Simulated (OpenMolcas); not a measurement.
**How methods differ on AlH2Cl (SMILES [H][Al]([H])[Cl])**

AlH2Cl has 4 atoms, charge 0, and is taken as a singlet. As SMILES, `[H][Al]([H])[Cl]`. The shape comes from GFN2-xTB, which is rough for such elements, and wasn't checked as a minimum.

```xyz
4

Al    0.0498    0.0829   -0.0022
H     1.5870    0.1095    0.0133
H    -0.6511    1.4514   -0.0195
Cl   -0.9857   -1.6439    0.0084
```

Each level gives the energy change with the Al1–H2 bond stretched from 1.538 to 1.922 Å (eV). The values are calculated.

```tsv
level	kind	program	value (eV)	less FCI/STO-3G	CPU time (all runs)
HF/STO-3G (restricted)	Hartree–Fock	OpenMolcas	1.65	+0.39	2.8 s
SVWN5/STO-3G (restricted)	LDA	OpenMolcas	1.19	-0.07	5.6 s
r2SCAN/STO-3G (restricted)	meta-GGA	OpenMolcas	1.25	-0.01	7.3 s
M06-2X/STO-3G (restricted)	hybrid meta-GGA	OpenMolcas	1.38	+0.12	7.1 s
B2PLYP/STO-3G (restricted)	double hybrid	OpenMolcas	1.35	+0.09	5.9 s
MP2/STO-3G (restricted)	perturbation theory	OpenMolcas	1.44	+0.18	3 s
ACPF/STO-3G (restricted)	coupled cluster or CI	OpenMolcas	1.24	-0.02	3.2 s
CISD/STO-3G (restricted)	coupled cluster or CI	OpenMolcas	1.29	+0.03	3.1 s
FCI/STO-3G	exact in the basis	OpenMolcas	1.26	0.00	7.9 s
```

FCI/STO-3G is exact within its basis and frozen core, so for wave-function methods in that basis the difference is their error; functionals converge differently with the basis, so for them it is only a difference. The first shape isn't each level's own minimum. The values span 1.19 to 1.65 eV. All rows use very small basis sets, so even the best lies far from the true value. Times are those of the runs behind each value, whatever else they computed, on shared processors of several kinds: orders of magnitude only.
